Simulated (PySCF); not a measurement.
# Quadrupole coupling of protonated nitrous oxide: levels of theory against gas-phase measurements

Values to reproduce (atoms as numbered below): 14N at N1: χzz = 2.737 MHz [1]; 14N at N2: χzz = -0.424 MHz [1].
[1] measured, gas; W. C. Bailey, Calculation of NQCC in Gaseous State Molecules (compilation of microwave values)

Species: protonated nitrous oxide, HN₂O (charge +1).
Bonds: N1–N2 (double), N2–O3 (double). Hydrogens: H4 on N1.

Q: What do the calculations give?

A: PySCF, non-relativistic, all at one geometry, with Q(14N) = 0.02044 b:

| level | functions | 14N N1 (MHz) | 14N N2 (MHz) | mean of computed/reference − 1 (%) |
| --- | --- | --- | --- | --- |
| B3LYP/6-31G-J | 40 | 4.022 | 1.475 | -200.5 |
| B3LYP/pcJ-0 | 42 | 3.992 | 1.854 | -245.8 |
| B3LYP/pcJ-1 | 91 | 3.178 | 0.289 | -76.0 |
| B3LYP/aug-cc-pVTZ-J | 158 | 2.912 | -0.239 | -18.6 |
| B3LYP/pcJ-2 | 177 | 2.893 | -0.212 | -22.1 |
| B97-2/pcJ-1 | 91 | 3.237 | 0.390 | -86.8 |
| BHandHLYP/pcJ-1 | 91 | 2.980 | -0.492 | +12.5 |
| CAM-B3LYP/pcJ-1 | 91 | 3.175 | 0.032 | -45.8 |
| KT2/pcJ-1 | 91 | 3.406 | 0.682 | -118.2 |
| LDA/pcJ-1 | 91 | 3.113 | 0.814 | -139.1 |
| PBE/pcJ-1 | 91 | 3.311 | 0.892 | -144.7 |
| PBE0/pcSseg-1 | 56 | 3.032 | 0.033 | -48.5 |
| PBE0/pcJ-1 | 91 | 3.149 | 0.259 | -73.0 |

Closest here is BHandHLYP/pcJ-1 (12.5 % unsigned error), furthest B3LYP/pcJ-0 (291.6 %); one molecule doesn't rank methods. Computed values are for fixed nuclei, while measured ones can include vibrational averaging. Isolated species at its PBE0-D3(BJ)/def2-SVP geometry, gas phase.
